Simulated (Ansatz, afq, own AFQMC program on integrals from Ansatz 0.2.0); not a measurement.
**Where AFQMC and coupled cluster stand for GeHO⁺, triplet**

```xyz
3

Ge    0.0000   -0.0375    0.3220
O     0.0000    0.0862   -1.5290
H     0.0000    1.3375    1.0643
```

Connectivity, by distances: GeH–O.

Basis cc-pVTZ. Only valence electrons are correlated. Ansatz 0.2.0 and our own AFQMC program on the same integrals; the CISD trial comes from CCSD amplitudes, and released means the phaseless constraint is let go. Uncertainties: one standard error, sampling alone. No spin–orbit coupling.

Determinant: UHF, the one that the program's search chose, which needn't be the lowest solution. The geometry is a PBE0/def2-TZVP stationary point of this or a neighbouring charge and spin state.

No full CI on the walks' own integrals is used here; CCSDT(Q) serves as the reference and is uncertain by about the last step of the cluster series.

Cautions: no relativity below Rb; no spin-orbit coupling; inner d shell frozen; lower spins were not checked; the released energies are still falling, so no released level is given (meV from the phaseless value at times in 1/Eh: -5 ± 4 at 0.24, -20 ± 4 at 0.50, -28 ± 4 at 1.00, -35 ± 5 at 1.50), though the last usable value meets CCSDT(Q) within the noise.

```
T1 diagnostic                               : 0.0285
weight of the determinant in the CISD state : 0.889
⟨S²⟩ of the determinant                     : 2.041
size of the correlated space                : 10 electrons in 72 orbitals
```

Reference: CCSDT(Q), correlation energy -7.949 eV.

| level | E − E(reference) (kJ/mol) | share of correlation (%) |
| --- | --- | --- |
| HF | 767.0 | 0.00 |
| MP2 | 97.6 | 87.28 |
| CCSD | 35.3 | 95.40 |
| CCSD(T) | 6.4 | 99.17 |
| CCSDT | 2.3 | 99.69 |
| ph-AFQMC/CISD | 4.3 ± 0.5 | 99.44 |

A walk keeps the symmetry of its determinant, which the program's search chose and which needn't be the lowest solution, so a lower state of the same spin and another symmetry isn't excluded.
